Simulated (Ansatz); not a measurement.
**Au–CH$_{3}$, singlet: reading a ladder of total energies**

Geometry: displaced at random from a stationary point.

```yaml
atoms:
  - { symbol: Au, position_ang: [-0.1370, 0.0016, 0.0005] }
  - { symbol: C, position_ang: [1.7090, -0.0052, -0.0001] }
  - { symbol: H, position_ang: [2.1066, -1.0787, -0.0051] }
  - { symbol: H, position_ang: [2.2069, 0.4285, 0.9048] }
  - { symbol: H, position_ang: [2.0929, 0.4004, -0.9971] }
```

Basis def2-SVP with its core potentials; Ansatz 0.2.0. Only valence electrons are correlated (noble-gas cores frozen), which leaves 18 electrons in 56 orbitals. Prefix R: restricted or restricted open-shell reference. No spin–orbit coupling is included; scalar relativity enters through the core potentials alone. The metal's outer-core shells are frozen, which leaves out core–valence correlation.

Full CI isn't at hand for all of this; RCCSDT(Q) serves as the reference, and is uncertain by about the last step of the cluster series.

Runs differ by some tens of microhartree through their thresholds, so steps under 0.03 kcal/mol mean nothing.

```tsv
level	total energy (hartree)
RHF	-174.323233
RMP2	-174.776388
RCCSD	-174.770621
RCCSD(T)	-174.782585
RCCSDT	-174.782632
RCCSDT(Q)	-174.783355
```

Q: What is the correlation energy at RCCSDT(Q), and what share of it do RMP2 and RCCSD recover?

A: E(corr) = -174.783355 − (-174.323233) = -0.460122 hartree = -12.521 eV. RMP2: -0.453155 / -0.460122 = 98.49 %. RCCSD: -0.447388 / -0.460122 = 97.23 %.

Q: By how many kcal/mol does RCCSD(T) miss RCCSDT(Q) (1 hartree = 627.509 kcal/mol), and which steps make up the rest?

A: -174.782585 − (-174.783355) = 0.000770 hartree = 0.48 kcal/mol. Steps: RCCSDT − RCCSD(T) = -0.03, RCCSDT(Q) − RCCSDT = -0.45 kcal/mol. That is within 1 kcal/mol of the reference in this basis, which itself misses far more of the correlation at the basis-set limit.
